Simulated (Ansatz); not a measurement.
Born–Oppenheimer molecular dynamics of C3H3N + FH (9 atoms, charge 0, multiplicity 1). It goes on from the last frame of an earlier run, with new velocities.

The calculation used RKS r2SCAN/STO-3G in Ansatz.

```yaml
ensemble: NVT, Langevin thermostat
time_step: 0.5 fs
steps_asked: 381
set_temperature: 500 K
friction: 0.01 /fs
seed: 286443
```

First frame:

```xyz
9
Properties=species:S:1:pos:R:3
F -0.105 0.087 -2.428
H -0.955 -0.293 -2.745
C 1.012 -0.721 0.885
C 0.012 -0.037 0.267
C -1.003 0.774 0.860
N -1.835 1.330 1.527
H 1.158 -0.713 1.949
H 1.571 -1.438 0.283
H -0.264 -0.092 -0.825
```

Task: How far do the bonds stretch over the last three quarters of this one trajectory? (Pairs bonded in most of those frames.)

Result: 
| bond | mean (Å) | spread (Å) | shortest | longest |
| --- | --- | --- | --- | --- |
| F1–H2 | 0.994 | 0.019 | 0.95 | 1.03 |
| C3–C4 | 1.354 | 0.021 | 1.31 | 1.41 |
| C3–H7 | 1.103 | 0.034 | 1.03 | 1.19 |
| C3–H8 | 1.106 | 0.049 | 1.02 | 1.19 |
| C4–C5 | 1.462 | 0.045 | 1.34 | 1.56 |
| C4–H9 | 1.138 | 0.048 | 1.04 | 1.23 |
| C5–N6 | 1.212 | 0.041 | 1.14 | 1.28 |

Mean temperature of the second half: 687 K. The mean temperature of the second half is 37 % above the set value. A run of 0.19 ps of so small a system gives no equilibrium averages. Limits of this set-up: minimal basis.

Time of the run: 23 min on 1 thread of AMD EPYC (Zen 3), on a shared host, peak memory 0.094 GiB.
